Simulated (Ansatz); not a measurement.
**Relative stability**

Two relaxed structures of CH$_{4}$BLi, singlet (PBE0-D4/def2-TZVP; forces vanish, vibrations not checked).

A:

```csv
atom,x (Å),y (Å),z (Å)
Li1,0.8027,-1.4131,-0.0478
B2,-1.1919,-0.3917,-0.0194
C3,0.1216,0.5277,-0.0212
H4,-0.9057,-1.6352,0.0986
H5,0.0226,1.3526,-0.7275
H6,0.0600,1.0005,0.9714
H7,1.2436,0.2450,-0.1250
```

B:

Li1  (-2.576, -0.665, -0.687)
B2  (-0.460, -0.665, -0.063)
C3  (0.555, 0.531, 0.015)
H4  (0.040, -1.692, 0.358)
H5  (0.297, 1.450, -0.513)
H6  (0.547, 0.776, 1.094)
H7  (1.597, 0.265, -0.205)
(Å)

Ansatz 0.2.0; basis: def2-TZVPP; cores frozen in the correlated methods. The outer core shell of Li, Na, Mg and K is correlated. B3LYP uses VWN-RPA correlation.

Question: Which structure is lower at CCSD(T), and by how much? (Judge from chemistry; the value comes from the calculation.)

Answer: By the calculation: B, by 133.9 kJ/mol (electronic energy, against the other). By their contacts, A is CH₄BLi ([H]1[B]2[CH2]3[H][Li]123) and B is CH₄BLi ([Li][BH][CH3]).

All methods give the same order:

```csv
method,E(B) − E(A) (kJ/mol)
PBE-D4,-124.2
r2SCAN-D4,-126.7
PBE0-D4,-134.0
B3LYP-D4,-134.0
wB97M-V,-138.5
HF,-158.0
MP2,-141.4
CCSD,-138.0
CCSD(T),-133.9
```

The T1 diagnostic stays at or below 0.016. The restricted Hartree–Fock reference is unstable towards an unrestricted one at one or more of these structures.

Labels in which every atom is bracketed show which atoms are joined, not bond orders.

For scale, one of the runs: CCSD(T)/def2-TZVPP, 137 basis functions, launched by `ansatz run in.yaml --threads 2 --pin off --events-out ev --progress --plain --max-ram 4352MiB`. The run took 10 s on 2 CPU threads of an Intel Xeon Platinum 8488C (shared host), with 0.78 GiB of host memory at its peak.
